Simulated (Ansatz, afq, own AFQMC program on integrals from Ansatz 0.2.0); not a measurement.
YClO, triplet → YClO⁺, doublet

```xyz
3

Y     0.0000   -0.3408   -0.4244
O     0.0000    1.1295   -1.8562
Cl    0.0000    0.3450    1.9018
```

Connectivity, by distances: O–Y–Cl.

E(doublet, charge +1) − E(triplet, charge +0) at this geometry, on UHF and ROHF determinants.

Basis def2-TZVP with its core potentials. Only valence electrons are correlated. Integrals, coupled cluster, full CI and functionals: Ansatz 0.2.0; the random walks run on the same integrals in our own AFQMC program. ph-AFQMC/CISD is guided by a CISD state made of CCSD amplitudes; releasing the constraint for a short imaginary time cuts its bias at the price of noise, slowly where states lie close. Error bars are statistical, one sigma. No spin–orbit coupling. The metal's outer-core s and p shells are frozen, which shifts wave-function levels against functionals. The errors of all members are added in quadrature.

No full CI on the walks' own integrals is used here. The released AFQMC energy serves as the reference, which it does only where one determinant dominates, the energy is flat over the last release times and near the phaseless one (40 meV or 2 meV an electron, half that with transition metals). On small molecules, where full CI could be run and the noise was under 10 meV, such values lay within 10 meV of it in 19 cases of 20, a flattering rate, since the rule was set on those same cases; what remains of the bias isn't in the error bar. Each member takes its own surest rung, up to full CI.

Errors are counted within def2-TZVP, not against nature.

Cautions: no spin-orbit coupling; outer-core shells of the metal frozen; YClO (triplet): another spin lies lower, the ph-AFQMC/CISD walk drifts between its halves (2.0 errors), the released value is read at 1.20 1/Eh, later times being too noisy (meV from the phaseless value at times in 1/Eh: -10 ± 6 at 0.24, -26 ± 9 at 0.60, -18 ± 10 at 1.20, -43 ± 14 at 1.80, -12 ± 27 at 2.60), released reference can be 30 meV off for metals; YClO⁺ (doublet): higher spins were not checked, the released value is read at 1.20 1/Eh with a noise of 14 meV, more than in the cases checked, later times being too noisy (meV from the phaseless value at times in 1/Eh: -2 ± 7 at 0.24, -11 ± 9 at 0.60, -10 ± 14 at 1.20, 26 ± 19 at 1.80, -8 ± 39 at 2.60), released reference can be 30 meV off for metals.

Reference (AFQMC with the constraint released): 608.3 ± 1.6 kJ/mol.

| level | vertical ionization energy (kJ/mol) | error against released AFQMC (kJ/mol) |
| --- | --- | --- |
| HF | 619.3 | 11.0 ± 1.6 |
| MP2 | 604.0 | -4.3 ± 1.6 |
| CCSD | 611.9 | 3.6 ± 1.6 |
| CCSD(T) | 608.9 | 0.6 ± 1.6 |
| ph-AFQMC/CISD | 607.5 ± 1.0 | -0.8 ± 1.9 |

Correlation beyond CCSD(T) changes it by less than twice the noise. The perturbative (T) step is worth −3.0 kJ/mol.

A walk keeps the symmetry of its determinant, which the program's search chose and which needn't be the lowest solution, so a lower state of the same spin and another symmetry isn't excluded. Released energies are given only where the last usable release times agree within the noise; a slower fall can still hide under it.
